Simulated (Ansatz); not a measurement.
One change: `[F][MgH]` becomes `[NH2][Mg][F]`.

Ansatz, PBE0-D4/def2-TZVP geometries, multiplicity 1. Each molecule was computed in one conformer, which needn't be the lowest.

Outer-core shells of Mg are correlated without core-valence functions.

```
                                            property  `[F][MgH]`
                 HOMO–LUMO gap (PBE/def2-TZVPP) / eV        5.40
    size of the dipole moment (B3LYP/def2-TZVPP) / D        1.48
                   LUMO energy (PBE/def2-TZVPP) / eV       -1.67
      zero-point energy (PBE0-D4/def2-TZVP) / kJ/mol        18.1
vertical ionisation energy (CCSD(T)/def2-TZVPP) / eV       10.98
                HOMO–LUMO gap (PBE0/def2-TZVPP) / eV        7.35
```

Give the same properties after the change, and the shifts. (Estimate.)

The calculation gave: 
| property | `[NH2][Mg][F]` | shift |
| --- | --- | --- |
| HOMO–LUMO gap (PBE/def2-TZVPP) / eV | 3.31 | -2.09 |
| size of the dipole moment (B3LYP/def2-TZVPP) / D | 2.20 | 0.72 |
| LUMO energy (PBE/def2-TZVPP) / eV | -1.94 | -0.27 |
| zero-point energy (PBE0-D4/def2-TZVP) / kJ/mol | 67.8 | 49.7 |
| vertical ionisation energy (CCSD(T)/def2-TZVPP) / eV | 9.16 | -1.82 |
| HOMO–LUMO gap (PBE0/def2-TZVPP) / eV | 5.39 | -1.96 |

With PBE0 the HOMO rises by 1.67 eV and the LUMO falls by 0.28 eV, so the gap narrows by about 1.95 eV. PBE moves the HOMO by 1.82 eV and ωB97M-V by 1.50 eV. The zero-point energy changes by 49.7 kJ/mol with +5 modes. Dipoles are sizes alone; their direction can turn.

B3LYP here is the variant with VWN-RPA as its local correlation; programs differ in this.
